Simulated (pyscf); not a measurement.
Optimised with ωB97X-D3(BJ)/def2-SVP in PySCF.

Estimate the classical barrier height and the reaction energy of H₂C=CH–CH₃ (SMILES C=CC) + •H₂C–CH₃ (SMILES [CH2]C) → H₃C–CH•–CH₂–CH₂–CH₃ (SMILES C[CH]CCC) at ωB97M-D3(BJ)/def2-TZVP. The step runs on the doublet surface, breaks none and forms C–C; take the separated reactants as zero.

ΔE‡ = 22.3 kJ/mol, ΔE = -107.1 kJ/mol. Zero-point energy shifts the barrier by +7.5 kJ/mol. It is an addition, with an imaginary mode of 461i cm⁻¹. One saddle was located; it need not be the lowest between these sides.
